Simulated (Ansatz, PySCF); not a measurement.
**Rock-salt MgO: smallest direct gap on the k points sampled by level of theory**

No measured value is used here.

| level (code) | value (eV) | cell (Å³/atom) |
|---|---|---|
| LDA (Ansatz) | 4.69 | 9.31 |
| PBE (Ansatz) | 4.78 | 9.31 |
| PBE-D3(BJ) (Ansatz) | 4.77 | 9.31 |
| r²SCAN+rVV10 (Ansatz) | (withheld) | 9.23 |
| r²SCAN0 (Ansatz) | (withheld) | 9.31 |
| Hartree–Fock (Ansatz) | 15.67 | 9.31 |
| evGW@PBE (PySCF) | 8.49 ± 0.1 | 9.31 |

Q: Fill in the missing entries.

A: 
- r²SCAN+rVV10 (Ansatz, an electronic-structure program), value (eV): 5.71
- r²SCAN0 (Ansatz), value (eV): 7.86

Computed values are for a static lattice.  A ± on a computed value is a rough bar: the spread of its extrapolation, a floor set from checks against published values, or a statistical error. Values are at the measured cell; PBE-D3(BJ) at the level's own equilibrium cell; r²SCAN+rVV10 at the level's own equilibrium cell. Cutoffs and k meshes differ between the levels. Ansatz's density-functional and Hartree–Fock values are scalar-relativistic unless marked +SOC, with PAW data made under PBE.
